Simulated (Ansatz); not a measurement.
Computed with Ansatz on PBE0-D4/def2-TZVP structures; ΔE is electronic, products minus reactants. CBS: MP2 limit from def2 TZ/QZ plus the TZ coupled-cluster correction, frozen cores. This one scheme is used for every species. DFT in def2-TZVPP. B3LYP here is the variant with VWN-RPA as its local correlation; programs differ in this. HSE06 is defined as in plane-wave codes. One conformer a species, not always the lowest.

`CC(Cl)=C(O)O` + H₂ → `CC=C(O)O` + HCl  (hydrogenolysis of a C–Cl bond)

| level | ΔE (kcal/mol) | difference from CCSD(T)/CBS |
| --- | --- | --- |
| LDA (SPW92) | -17.9 | 2.5 |
| revPBE-D4 | -16.8 | 3.6 |
| BLYP-D4 | -18.1 | 2.3 |
| r2SCAN-D4 | -19.1 | 1.3 |
| B97M-V | -20.8 | -0.4 |
| PBE0-D4 | -19.9 | 0.5 |
| B3LYP-D4 | -19.9 | 0.5 |
| r2SCAN0-D4 | -20.5 | -0.1 |
| HSE06-D4 | -19.9 | 0.5 |
| BHLYP-D4 | -21.8 | -1.4 |
| CAM-B3LYP-D4 | -21.1 | -0.7 |
| ωB97M-V | -20.4 | 0.0 |
| B2PLYP | -21.3 | -0.9 |
| PBE-QIDH | -21.0 | -0.6 |
| PBE | -19.5 | 0.9 |
| revPBE | -20.4 | 0.0 |
| BLYP | -21.2 | -0.8 |
| r2SCAN | -19.5 | 0.9 |
| PBE0 | -21.1 | -0.7 |
| B3LYP | -22.2 | -1.8 |
| r2SCAN0 | -20.9 | -0.5 |
| HSE06 | -21.1 | -0.7 |
| BHLYP | -23.7 | -3.3 |
| CAM-B3LYP | -22.4 | -2.0 |
| LC-ωPBE | -21.8 | -1.4 |
| RPA@PBE/def2-TZVPP | -20.8 | -0.4 |
| HF/def2-SVP | -28.1 | -7.7 |
| MP2/def2-SVP | -20.9 | -0.5 |
| CCSD/def2-SVP | -23.4 | -3.0 |
| CCSD(T)/def2-SVP | -22.1 | -1.7 |
| MP2/def2-TZVPP | -19.6 | 0.8 |
| SCS-MP2/def2-TZVPP | -20.6 | -0.2 |
| CCSD/def2-TZVPP | -22.9 | -2.5 |
| CCSD(T)/def2-TZVPP | -21.3 | -0.9 |
| HF/def2-QZVPP | -26.5 | -6.1 |
| MP2/def2-QZVPP | -19.1 | 1.3 |
| SCS-MP2/def2-QZVPP | -20.2 | 0.2 |
| HF/CBS(def2) | -26.5 | -6.1 |
| MP2/CBS(def2) | -18.8 | 1.6 |
| CCSD/CBS(def2) | -22.0 | -1.6 |
| CCSD(T)/CBS | -20.4 | 0 |

Largest T1 diagnostic among the species: 0.011.

The D4 term adds +2.3 kcal/mol with B3LYP and +1.2 kcal/mol with PBE0; it sums over pairs of atoms, weighted by their polarisabilities, and B3LYP, whose exchange is more repulsive, gets the larger term. From BLYP to BHLYP (50 % exact exchange), in def2-TZVPP and without D4, ΔE moves by −2.5 kcal/mol. In def2-TZVPP, CCSD(T) changes the Hartree–Fock value by +5.2 kcal/mol (the triples alone add +1.6 kcal/mol) and MP2 by +6.9 kcal/mol.
